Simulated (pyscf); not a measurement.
This saddle point was located with ωB97X-D3(BJ)/def2-SVP in PySCF.

```xyz
12

N     -1.7870    -1.2657     0.8298
Si    -0.7406    -0.2095    -0.0119
F      0.7899    -0.7709     0.1277
H     -2.7391    -1.4272     0.5239
H     -1.6457    -1.5068     1.8041
H     -0.0810     1.2998     0.8648
H     -1.1298    -0.1162    -1.4384
Si    -1.4363     2.1011     0.7251
H      0.1430     2.3435     1.4050
H     -1.1320     3.2068    -0.2282
H     -2.6349     1.4172     0.0057
H     -1.9927     2.2455     2.1021
```

Surface: singlet, charge 0. Lowest wavenumbers (cm⁻¹): 1730i, 24, 131, 164, 204.

### Question
What reaction is this the transition state of?

### Answer
`[NH2][SiH2][F]` + `[SiH4]` ⇌ `[NH2][SiH]([F])[SiH3]` + `[H][H]`, a four-centre exchange read from left to right: H–Si, H–Si broken and Si–Si, H–H formed. At ωB97M-D3(BJ)/def2-TZVP it lies +328.6 kJ/mol from the left side and +292.5 kJ/mol from the right (each side as separated species at their lowest minima found). At the saddle there is also a short H–Si contact that neither side keeps. The same reactants have a lower exit, to H₂N–SiH₃ + F–SiH₃ (barrier +110.3 kJ/mol at ωB97M-D3(BJ)/def2-TZVP, against +328.6 kJ/mol here). H₂N–SiH(F)–SiH₃ lies 64.4 kJ/mol over its isomer F–SiH₂–NH–SiH₃ (electronic energy, ωB97M-D3(BJ)/def2-TZVP). One saddle was located; it need not be the lowest between these sides.
